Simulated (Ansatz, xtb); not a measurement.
Isomers of CH4OSi− in order of energy

4 gas-phase structures of CH4OSi−, found in a search over its isomers (lower ones may exist). Each was relaxed with GFN2-xTB:

A. the doublet with the links of `[O-][CH][SiH3]`
B. the doublet with the links of `C[SiH][O-]`
C. the doublet with the links of `[CH2]O[SiH2-]`
D. the doublet with the links of `[CH2][SiH2][O-]`

Q: Estimate their order in r2SCAN-D4/def2-SVPD//GFN2-xTB energy at these geometries, lowest first.

A: Calculated order at r2SCAN-D4/def2-SVPD//GFN2-xTB: B (0.0), D (14.9), A (33.5), C (56.3) kcal/mol.

Energies above the lowest of each column, in kcal/mol; the last columns are at r2SCAN-D4/def2-SVPD geometries and were run for some of them only (a dash: not run or not comparable):

| structure | GFN2-xTB | HF/STO-3G | r2SCAN-D4/def2-SVPD//GFN2-xTB | r2SCAN-D4/def2-SVPD | CCSD(T)/def2-SVPD + ΔMP2/def2-TZVPPD |
| --- | --- | --- | --- | --- | --- |
| B | 0.0 | 0.0 | 0.0 | 0.0 | 0.0 |
| D | 8.0 | 21.1 | 14.9 | 14.6 | 14.0 |
| A | 32.9 | 0.7 | 33.5 | 34.5 | 42.4 |
| C | 49.0 | 17.7 | 56.3 | – | – |

Every level run on B puts it lowest or level with the lowest. Flexible structures stand in one conformer each, not always the lowest. Frequencies (r2SCAN-D4/def2-SVPD) were run for A, B, D alone. The ΔMP2 step shifts differences by up to 5.8 kcal/mol, which makes them less sure. Open shells are spin-unrestricted. ΔMP2 is the change of the MP2 energy from the smaller to the larger basis.

Over these structures GFN2-xTB departs from r2SCAN-D4/def2-SVPD//GFN2-xTB by 3.4 kcal/mol on average once a common shift is removed. A GFN2-xTB relaxation took about 0.048 s and the r2SCAN-D4/def2-SVPD//GFN2-xTB energy about 1.9 s on a shared host (Ansatz 0.2.0, xtb 6.7.1).
